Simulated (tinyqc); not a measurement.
Inside a calculation. Method: coupled-perturbed Hartree-Fock on RHF in the sto-6g basis, for H2F+, spin multiplicity 1. One step of it, computed by the program tinyqc.

Problem. Iteration 8 (converged): orbitals. Diagonalise F' = X^T F X, C = X C', fill 5 alpha and 5 beta electrons from the bottom; D = 2 C_occ C_occ^T. Each column has its largest component positive (the first on a tie).

converged F (hartree), order 1F 1s, 1F 2s, 1F 2px, 1F 2py, 1F 2pz, 2H 1s, 3H 1s:
```
[[-26.943202, -6.525041, 0.000000, 0.000000, -0.022526, -1.078777, -1.078777],
 [-6.525041, -3.486657, 0.000000, 0.000000, -0.111498, -1.112967, -1.112967],
 [0.000000, 0.000000, -1.035881, 0.000000, 0.000000, 0.000000, 0.000000],
 [0.000000, 0.000000, 0.000000, -0.964111, 0.000000, -0.500327, 0.500327],
 [-0.022526, -0.111498, 0.000000, 0.000000, -0.993578, -0.419971, -0.419971],
 [-1.078777, -1.112967, 0.000000, -0.500327, -0.419971, -0.809277, -0.361075],
 [-1.078777, -1.112967, 0.000000, 0.500327, -0.419971, -0.361075, -0.809277]]
```

X, order 1F 1s, 1F 2s, 1F 2px, 1F 2py, 1F 2pz, 2H 1s, 3H 1s:
```
[[1.022456, -0.132037, 0.000000, 0.000000, -0.005489, 0.016084, 0.016084],
 [-0.132037, 1.141486, 0.000000, 0.000000, 0.056739, -0.205155, -0.205155],
 [0.000000, 0.000000, 1.000000, 0.000000, 0.000000, 0.000000, 0.000000],
 [0.000000, 0.000000, 0.000000, 1.060613, 0.000000, -0.159554, 0.159554],
 [-0.005489, 0.056739, 0.000000, 0.000000, 1.026745, -0.097052, -0.097052],
 [0.016084, -0.205155, 0.000000, -0.159554, -0.097052, 1.113180, -0.076684],
 [0.016084, -0.205155, 0.000000, 0.159554, -0.097052, -0.076684, 1.113180]]
```

Give: F' = X^T F X; orbital energies; coefficients C; D after iteration 8.

Solution.

F' = X^T F X (hartree):
```
[[-26.5278, -3.2039, 0.0000, 0.0000, -0.0358, -0.1548, -0.1548],
 [-3.2039, -2.2165, 0.0000, 0.0000, 0.0359, -0.4523, -0.4523],
 [0.0000, 0.0000, -1.0359, 0.0000, 0.0000, 0.0000, 0.0000],
 [0.0000, 0.0000, 0.0000, -0.7687, 0.0000, -0.4086, 0.4086],
 [-0.0358, 0.0359, 0.0000, 0.0000, -0.9006, -0.2850, -0.2850],
 [-0.1548, -0.4523, 0.0000, -0.4086, -0.2850, -0.3831, -0.0794],
 [-0.1548, -0.4523, 0.0000, 0.4086, -0.2850, -0.0794, -0.3831]]
```

orbital energies (hartree): [-26.9464, -2.0454, -1.1591, -1.0693, -1.0359, -0.0463, 0.0867]

coefficients C, order 1F 1s, 1F 2s, 1F 2px, 1F 2py, 1F 2pz, 2H 1s, 3H 1s:
```
[[0.9971, -0.2381, 0.0000, 0.0618, 0.0000, 0.0928, 0.0000],
 [0.0128, 0.9540, 0.0000, -0.3313, 0.0000, -0.6227, 0.0000],
 [0.0000, 0.0000, 0.0000, 0.0000, 1.0000, 0.0000, 0.0000],
 [0.0000, 0.0000, 0.7525, 0.0000, 0.0000, 0.0000, -0.7807],
 [0.0017, 0.1037, 0.0000, 0.8647, 0.0000, -0.5638, 0.0000],
 [-0.0023, 0.0776, 0.3388, 0.2219, 0.0000, 0.7305, 0.7865],
 [-0.0023, 0.0776, -0.3388, 0.2219, 0.0000, 0.7305, -0.7865]]
```

D after iteration 8, order 1F 1s, 1F 2s, 1F 2px, 1F 2py, 1F 2pz, 2H 1s, 3H 1s:
```
[[2.1096, -0.4697, 0.0000, 0.0000, 0.0609, -0.0141, -0.0141],
 [-0.4697, 2.0401, 0.0000, 0.0000, -0.3751, 0.0009, 0.0009],
 [0.0000, 0.0000, 2.0000, 0.0000, 0.0000, 0.0000, 0.0000],
 [0.0000, 0.0000, 0.0000, 1.1326, 0.0000, 0.5099, -0.5099],
 [0.0609, -0.3751, 0.0000, 0.0000, 1.5168, 0.3998, 0.3998],
 [-0.0141, 0.0009, 0.0000, 0.5099, 0.3998, 0.3401, -0.1190],
 [-0.0141, 0.0009, 0.0000, -0.5099, 0.3998, -0.1190, 0.3401]]
```
